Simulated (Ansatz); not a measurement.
`C=C=C(F)Cl` + H₂O → `C=C=C(O)Cl` + H–F at 700 K and 1 bar (formal hydrolysis of a C–F bond).

Gas-phase electronic energies from Ansatz, PBE0-D4/def2-TZVP geometries. CCSD(T)/CBS adds triple-zeta CCSD(T) − MP2 to the extrapolated MP2 energy (def2 sets, frozen cores). This one scheme is used for every species. Each species was taken in one conformer, which may not be the lowest.

| species | CCSD(T)/CBS energy (Eh) | H − E (kJ/mol) | S (J/(mol·K)) |
| --- | --- | --- | --- |
| `C=C=C(F)Cl` | -674.83932 | 160.5 | 391.2 |
| H₂O | -76.37941 | 80.5 | 218.4 |
| `C=C=C(O)Cl` | -650.83058 | 198.1 | 408.0 |
| H–F | -100.39570 | 45.2 | 198.5 |

H − E and S are ideal-gas, rigid-rotor, harmonic terms from PBE0-D4/def2-TZVP, for one conformer and one mirror image of each species. 1 Eh = 2625.50 kJ/mol, R = 8.31446 J/(mol·K).

Task: By hand: ΔE, ΔH, ΔS and ΔG.

Result: ΔE = (-650.83058) + (-100.39570) − (-674.83932) − (-76.37941) = -0.00755 Eh = -19.8 kJ/mol. Δ(H − E) = 198.1 + 45.2 − 160.5 − 80.5 = 2.3, so ΔH = -17.5 kJ/mol. ΔS = 408.0 + 198.5 − 391.2 − 218.4 = -3.1 J/(mol·K). ΔG = -17.5 − 700 × (-3.1)/1000 = -15.3 kJ/mol.

Task: By hand: the equilibrium constant, and the temperature at which ΔG would vanish if ΔH and ΔS stayed fixed.

Result: log₁₀ K = −ΔG/(RT ln 10) = 1.1. ΔG = 0 at ΔH/ΔS = 5645 K, far beyond where these terms or the molecules hold.

The number of gas molecules stays the same, so ΔS is small and ΔH decides. A doubt of 5 kJ/mol in ΔE shifts log₁₀ K by 0.4 here. Other conformers and mirror images would add mixing entropy, several J/(mol·K) or more a flexible species. These are equilibria of isolated gas molecules and say nothing of rates. Largest T1 diagnostic: 0.013 (customary marks: 0.02 for closed shells, 0.045 for open ones).
